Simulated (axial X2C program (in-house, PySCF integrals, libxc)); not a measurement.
# SPS: bond lengths and stretches, held linear

The task here is to estimate one member of a computed series from the others.

Computed with an in-house X2C program for linear molecules on PySCF integrals. Level: all-electron X2C, two-component (2c) or spin-free, S dyall-av3z, P dyall-v3z.

All values are calculated.

2 further runs of the same task are left out: 2 set aside as unsound or not needed.

The first run:

task.json

```json
{"zs": [16, 15, 16], "q": 0, "bas": ["dyall-av3z", "dyall-v3z", "dyall-av3z"], "r0": [1.96, 1.96], "symm": 1, "scan": ["PBE0", "HF", "BHandHLYP"], "levels": ["PBE0", "HF", "BHandHLYP"], "nst": 2}
```

Keys: zs atomic numbers; q charge; bas basis sets; r0 starting distance in Å; symm equal bonds; scan levels of the two-bond scan; levels methods; nst determinants followed.

Started as:

```
> python solin.py task.json out
```

Masses S 31.972, P 30.974, S 31.972 u.

Steps of the session up to this table: Scan at PBE0, 2c; Scan at BHandHLYP, 2c; Scan at PBE0, spin-free.

One table of the session follows, with a row left open; its other results are not shown here.

| level | r(S–P) (Å) | r(P–S) (Å) | lower stretch (cm⁻¹) | upper stretch (cm⁻¹) |
| --- | --- | --- | --- | --- |
| PBE0, 2c | 1.957 | 1.957 | 466.6 | 677.6 |
| BHandHLYP, 2c | 1.945 | 1.945 | 475.2 | 658.6 |
| PBE0, spin-free | 1.957 | 1.957 | 466.8 | 677.7 |
| HF, spin-free | 1.930 | 1.930 | 483.0 | 616.3 |
| BHandHLYP, spin-free | ? | ? | ? | ? |

Estimate the missing values for BHandHLYP, spin-free.

**Answer.** r(S–P) (Å): 1.945; r(P–S) (Å): 1.945; lower stretch (cm⁻¹): 475.4; upper stretch (cm⁻¹): 658.6.

Scans not shown above were run alike.

The molecule was held linear; bending was not examined, so a bent shape may lie lower.
